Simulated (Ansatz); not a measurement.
Input for Ansatz (development build ahead of 0.2.0):

```yaml
crystal:
  periodic: [false, false, false]
  atoms:
    - { symbol: C, position_ang: [0.004, -0.5165, -0.1736] }
    - { symbol: C, position_ang: [0.6739, 0.1019, 1.0307] }
    - { symbol: O, position_ang: [-0.6965, 0.4896, -0.8586] }
    - { symbol: H, position_ang: [-0.674, -1.33, 0.1583] }
    - { symbol: H, position_ang: [0.7714, -0.99, -0.8203] }
    - { symbol: H, position_ang: [1.2367, -0.653, 1.5998] }
    - { symbol: H, position_ang: [1.3697, 0.8946, 0.7172] }
    - { symbol: H, position_ang: [-0.0765, 0.5545, 1.6963] }
    - { symbol: H, position_ang: [-1.1223, 0.0944, -1.6248] }
basis:
  gaussian: { orbitals: def2-SVP }
magnetization:
  spin_polarized: true
  initial_magnetization: 2
hamiltonian:
  xc: hf
output:
  forces: true
```

The input is written out in the form of the current development build from the run's settings.

Output:

```yaml
Converged: yes
Total_energy: -153.71655 hartree
Spin_squared_of_the_determinant: 2.010
Stability_test: minimum
```

Forces (eV/Å):
```
atom      Fx      Fy      Fz
  C1   1.423  -0.948   1.779
  C2   0.145   0.475   0.383
  O3   3.295   2.544   5.750
  H4  -0.117   0.724  -0.870
  H5  -0.963   0.522  -0.298
  H6  -0.175   0.185  -0.194
  H7  -0.166  -0.268   0.189
  H8   0.308  -0.158  -0.132
  H9  -3.750  -3.075  -6.607
```

Caution: another spin multiplicity may lie lower.
